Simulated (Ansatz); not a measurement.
# C2HMg radical: geometry and frequencies at several levels

The task here is to estimate one member of a computed series from the others.

Method: the levels named in each step, in Ansatz 0.2.0.

### The system as given

Bond lengths: C1–C2 1.209 Å, C2–Mg3 2.131 Å, C1–H4 1.061 Å. Angles: C1–C2–Mg3 180.0°, C2–C1–H4 180.0°.

Structure file:

```xyz
4

C     0.0000    0.0000   -0.8720
C     0.0000    0.0000    0.3370
Mg    0.0000    0.0000    2.4679
H     0.0000    0.0000   -1.9329
```

The first run:

File input.yaml:

```yaml
crystal:
  periodic: [false, false, false]
  atoms:
    - { symbol: C, position_ang: [0.0, 0.0, -0.85158759] }
    - { symbol: C, position_ang: [0.0, 0.0, 0.36417489] }
    - { symbol: Mg, position_ang: [0.0, 0.0, 2.40548733] }
    - { symbol: H, position_ang: [0.0, 0.0, -1.91807462] }
magnetization:
  spin_polarized: true
  initial_magnetization: 1
basis:
  gaussian: { orbitals: def2-TZVPP }
hamiltonian:
  xc: pbe0
  dispersion: d4
phonons: {}
```

On the command line:

```bash
ansatz run input.yaml --threads 2 --pin off --max-ram 5120MiB --backend cpu --events-out ev --progress --plain --runs-dir out
```

Steps of the session up to this table: Frequencies, PBE0-D4/def2-TZVPP; Relaxation, PBE-D4/def2-TZVPP; Frequencies, PBE-D4/def2-TZVPP; Relaxation, r2SCAN-D4/def2-TZVPP; Frequencies, r2SCAN-D4/def2-TZVPP; Relaxation, B3LYP-D4/def2-TZVPP; Frequencies, B3LYP-D4/def2-TZVPP; Relaxation, B2PLYP/def2-TZVPP.

One table of the session follows, with a row left open; its other results are not shown here.

It belongs to the step «Geometries side by side». 

| level | C1–C2 (Å) | rotational constants (MHz) | dipole (D) | highest frequency (cm⁻¹) |
| --- | --- | --- | --- | --- |
| PBE0-D4/def2-TZVPP | 1.2158 | 4957.8 | 1.54 | 3450 |
| PBE-D4/def2-TZVPP | 1.2268 | 4903.1 | 1.50 | 3364 |
| r2SCAN-D4/def2-TZVPP | 1.2192 | 4942.2 | 1.55 | 3435 |
| B3LYP-D4/def2-TZVPP | ? | ? | ? | ? |
| B2PLYP/def2-TZVPP | 1.2223 | 4935 | 1.65 | - |

Q: Estimate the row for B3LYP-D4/def2-TZVPP from the others.

The run gave: C1–C2 (Å): 1.2154; rotational constants (MHz): 4950.3; dipole (D): 1.68; highest frequency (cm⁻¹): 3441. In the column «C1–C2 (Å)» it is the lowest.
